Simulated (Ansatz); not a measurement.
## Fluorite SrCl2

The numbers are results of PBE in Ansatz (plane waves, PAW), not measurements.

Numerical settings: plane-wave cutoff 520 eV, 8×8×8 k mesh, Fermi–Dirac smearing 0.01 eV, scalar-relativistic PAW data made under PBE.

Cell (relaxed at this level):

```
CELL_PARAMETERS angstrom
      0.00000     3.52059     3.52059
      3.52059     0.00000     3.52059
      3.52059     3.52059     0.00000
ATOMIC_POSITIONS crystal
  Sr 0.00000 0.00000 0.00000
  Cl 0.25000 0.25000 0.25000
  Cl 0.75000 0.75000 0.75000
```

For fluorite SrCl2, the bulk modulus is 33.6 GPa, the band gap is 5.24 eV and the smallest direct gap on the k points sampled is 5.52 eV. The direct gap at Γ is 5.56 eV and the pressure derivative B′ of the bulk modulus is 4.5.

Measured, for comparison: band gap 7.5 eV (temperature not stated, not corrected to a static lattice; as tabulated in Aguado et al. (1999), arXiv:cond-mat/9901145); bulk modulus 34.3 GPa (temperature not stated, not corrected to a static lattice, from elastic constants; as tabulated in Kanchana et al., Calculated structural, elastic and electronic properties of …). Computed (rounded) less measured: bulk modulus -2 % (against room or unstated temperature, where such soft solids are markedly softer).

Spin–orbit coupling is not included.

Computed values are for the static lattice.

The result took very roughly 30 core-seconds.

Ansatz is a first-principles code.
